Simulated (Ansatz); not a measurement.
This Ansatz (a program for electronic structure) input (B3LYP/def2-QZVPPD) gives -535.38832 Eh with 145 basis functions. A basis named .json is the Basis Set Exchange file of that set (core-valence sets with the plain set on hydrogen).

Ansatz 0.2 input:
```yaml
crystal:
  periodic: [false, false, false]
  atoms:
    - {symbol: Cl, position_ang: [-0.00000000, -0.00000000, -0.50551697]}
    - {symbol: O, position_ang: [0.00000000, 0.00000000, 1.07422357]}
basis:
  gaussian:
    orbitals: def2-QZVPPD.json
hamiltonian:
  xc: {name: B3LYP}
magnetization: {spin_polarized: true, initial_magnetization: 1}
```

Change:
```diff
- orbitals: def2-QZVPPD.json
+ orbitals: cc-pV_T+d_Z.json
```

### Question
What does the run give now?

### Answer
-535.37077 Eh (B3LYP/cc-pV(T+d)Z, 69 functions), a change of +17.55 mEh.
